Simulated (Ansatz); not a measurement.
A calculation with Ansatz (development build ahead of 0.2.0).

```yaml
crystal:
  periodic: [false, false, false]
  atoms:
    - { symbol: C, position_ang: [0.01993, -0.03918, -0.48417] }
    - { symbol: O, position_ang: [-0.00052, 0.04358, 0.75688] }
    - { symbol: H, position_ang: [-0.03104, -1.05208, -1.10045] }
    - { symbol: H, position_ang: [-0.92379, 0.47632, -1.06912] }
    - { symbol: H, position_ang: [0.85768, 0.47948, -1.06475] }
basis:
  gaussian: { orbitals: STO-3G }
total_charge: -1
hamiltonian:
  xc: hf
```

The input is written out in the form of the current development build from the run's settings.

Results

| Quantity | Value |
| --- | --- |
| Converged | yes |
| Total energy | -112.68837 hartree |
| Spin squared of the determinant | 0.000 |

Caution: no diffuse functions for an anion.
